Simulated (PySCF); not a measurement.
**NH₃: a ladder of methods**

How much do the numbers for NH₃ (singlet) hang on the method? All levels run at one geometry, the PBE0 minimum.

The runs use PySCF 2.14.0; several methods, basis N def2-TZVP, H def2-TZVP, no relativity, density fitting.

## Step 1: Starting geometry

4 atoms, charge 0, spin multiplicity 1.

Bond lengths: N1–H2 1.013 Å, N1–H3 1.013 Å, N1–H4 1.013 Å. Angles: H2–N1–H3 107.1°, H2–N1–H4 107.1°, H3–N1–H4 107.1°.

```xyz
4
charge 0 multiplicity 1
N     0.0000    0.0000   -0.0667
H     0.9403    0.0000    0.3089
H    -0.4701    0.8143    0.3089
H    -0.4702   -0.8143    0.3089
```

## Step 2: PBE0

One driver script runs all steps and calls PySCF; scf.py shows the equivalent input of each level. Each SCF starts from the density of the minimum. The driver also runs the species with one electron less or more at the same geometry (one less: multiplicity 2); their logs are not shown.

File scf.py:

```python
from pyscf import gto, scf, dft
mol = gto.M(atom='''
N     -0.000000     0.000000    -0.066694
H      0.940275    -0.000019     0.308892
H     -0.470121     0.814312     0.308892
H     -0.470154    -0.814293     0.308892''',
    basis={'N': 'def2-TZVP', 'H': 'def2-TZVP'},
    charge=0, spin=0)
mf = dft.RKS(mol, xc='PBE0')
mf.grids.atom_grid = (99, 590)
aux = {'N': 'def2-universal-JKFIT', 'H': 'def2-universal-JKFIT'}
mf = mf.density_fit(auxbasis=aux)
mf.kernel()
```

## Step 3: CCSD(T)

Changes to scf.py since step 2:

```diff
@@ -9,2 +9 @@
-mf = dft.RKS(mol, xc='PBE0')
-mf.grids.atom_grid = (99, 590)
+mf = scf.RHF(mol)
@@ -13,0 +13,3 @@
+from pyscf import cc
+mycc = cc.CCSD(mf, frozen=1).run()
+mycc.ccsd_t()
```

## Step 4: HF

Changes to scf.py since step 3:

```diff
@@ -13,3 +12,0 @@
-from pyscf import cc
-mycc = cc.CCSD(mf, frozen=1).run()
-mycc.ccsd_t()
```

## Step 5: PBE

Changes to scf.py since step 4:

```diff
@@ -9 +9,2 @@
-mf = scf.RHF(mol)
+mf = dft.RKS(mol, xc='PBE')
+mf.grids.atom_grid = (99, 590)
```

## Step 6: r2SCAN

Changes to scf.py since step 5:

```diff
@@ -9 +9 @@
-mf = dft.RKS(mol, xc='PBE')
+mf = dft.RKS(mol, xc='R2SCAN')
```

## Step 7: B3LYP

Changes to scf.py since step 6:

```diff
@@ -9 +9 @@
-mf = dft.RKS(mol, xc='R2SCAN')
+mf = dft.RKS(mol, xc='B3LYP')
```

## Step 8: TPSSh

Changes to scf.py since step 7:

```diff
@@ -9 +9 @@
-mf = dft.RKS(mol, xc='B3LYP')
+mf = dft.RKS(mol, xc='TPSSH')
```

## Step 9: B97-3

Changes to scf.py since step 8:

```diff
@@ -9 +9 @@
-mf = dft.RKS(mol, xc='TPSSH')
+mf = dft.RKS(mol, xc='HYB_GGA_XC_B97_3')
```

## Step 10: M06

Changes to scf.py since step 9:

```diff
@@ -9 +9 @@
-mf = dft.RKS(mol, xc='HYB_GGA_XC_B97_3')
+mf = dft.RKS(mol, xc='M06')
```

(Steps that only read results are left out.)

Q: Predict the outcome of this session. Wanted: atomisation energy, CCSD(T) in this basis; vertical ionisation energy, CCSD(T); orbital gap, range; T1, D1; T1, D1 of the cation.

**Answer**, as computed:

| quantity | value |
| --- | --- |
| atomisation energy, CCSD(T) in this basis | 1178 kJ/mol |
| vertical ionisation energy, CCSD(T) | 10.71 eV |
| orbital gap, range | 6.20 (PBE) to 15.11 (HF) eV |
| T1, D1 | 0.006, 0.010 |
| T1, D1 of the cation | 0.007, 0.012 |

In atomisation energy the functionals lie from +40 kJ/mol (M06) to +73 kJ/mol (PBE) against CCSD(T). In a basis of this size CCSD(T) binds too weakly, often by tens of kJ/mol, while functionals are nearer their limits, so this ranks no functional. HF lacks the correlation that pairing electrons in bonds brings, so it binds too weakly, by 348 kJ/mol even against this CCSD(T). For the vertical ionisation energy, PBE0 comes nearest to CCSD(T) (+0.03 eV) and HF is farthest (-1.38 eV). CCSD(T) took 5.9 s, about 2.5 times as long as r2SCAN (2.4 s), which misses it by 0.03 eV. PBE's −ε(HOMO), 5.9 eV, falls 4.8 eV short of the ionisation energy, while its energy difference gives 10.9 eV.
